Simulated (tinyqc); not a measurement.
Inside a calculation. Method: Pariser-Parr-Pople SCF with singles CI, for the molecule c1cc[cH-]c1 (SMILES; centres numbered as the heavy atoms are written). One step of it, computed by the program tinyqc.

Task: Singles CI, triplets. Over the 6 single excitations with the smallest orbital gaps: A = (e_a - e_i) delta - (ij|ab), with (pq|rs) = sum c_mp c_mq gamma_mn c_nr c_ns.

orbital energies (eV): -8.004895  -4.093381  -4.092957  6.281783  6.282379

coefficients:
```
,MO1,MO2,MO3,MO4,MO5
1C,0.447173,0.000000,0.632496,0.632443,0.000000
2C,0.447220,0.601499,0.195436,-0.511663,-0.371752
3C,0.447227,0.371752,-0.511643,0.195471,0.601499
4C,0.447227,-0.371752,-0.511643,0.195471,-0.601499
5C,0.447220,-0.601499,0.195436,-0.511663,0.371752
```

repulsion gamma_rs (eV), lower triangle:
```
,1C,2C,3C,4C,5C
1C,11.130000
2C,5.344818,11.130000
3C,4.046371,5.346212,11.130000
4C,4.046371,4.045936,5.345539,11.130000
5C,5.344818,4.045107,4.045936,5.346212,11.130000
```

Give: triplet CI matrix; triplet excitation energies.

Result:

triplet CI matrix (eV), lower triangle:
```
,3>4,2>4,3>5,2>5,1>4,1>5
3>4,4.3920
2>4,0.0000,4.3928
3>5,0.0000,0.0000,4.3928
2>5,0.0000,0.0000,0.0000,4.3930
1>4,-1.1150,0.0000,0.0000,-1.1157,8.3043
1>5,0.0000,-1.1157,1.1154,0.0000,0.0000,8.3045
```

triplet excitation energies (eV): 3.8358  3.8358  4.3925  4.3928  8.8611  8.8614
